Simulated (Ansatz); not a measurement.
## Redistribution: C3H6O + C3H7N → C3H7NO + C3H6

Species: C3H6O (propylene oxide) `CC1CO1`, singlet; C3H7N (cyclopropylamine) `NC1CC1`, singlet; C3H7NO `NCC1CO1`, singlet; C3H6 (cyclopropane) `C1CC1`, singlet. The partners trade H for NH2; both sit on C, so the bond types are kept.

Shapes, held fixed at every level: PBE0-D4/def2-TZVP. Flexible molecules stand in one conformer, not always the lowest. Programs: Ansatz 0.2.0. Electronic energies: no zero-point or thermal term.

```tsv
level	kind	ΔE (kJ/mol)	less CCSD(T)/CBS estimate	CPU time (sum over the molecules)
HF/def2-TZVPP	Hartree–Fock	+12.6	-1.4	–
PBE0-D4/def2-TZVPP	global hybrid	+15.0	+1.0	61 s
wB97M-V/def2-TZVPP	range-separated hybrid	+14.9	+0.9	2.7 min
B2PLYP/def2-TZVPP	double hybrid	+14.1	+0.1	85 s
MP2/def2-TZVPP	perturbation theory	+14.5	+0.5	–
CCSD(T)/def2-TZVPP	coupled cluster or CI	+13.2	-0.8	23 min
CCSD(T)/CBS estimate	coupled cluster or CI	+14.0	0.0	29 min
```

The highest level, CCSD(T)/CBS estimate, gives ΔE = +14.0 kJ/mol; the levels span +12.6 to +15.0. The column of differences is taken from that level and isn't an error. No measured value is set beside it here. The CBS estimate extrapolates MP2 from def2-TZVPP and def2-QZVPP and adds CCSD(T) − MP2 in the triple-zeta set, cores frozen. Times are processor times on shared x86 and Arm servers, and rough.
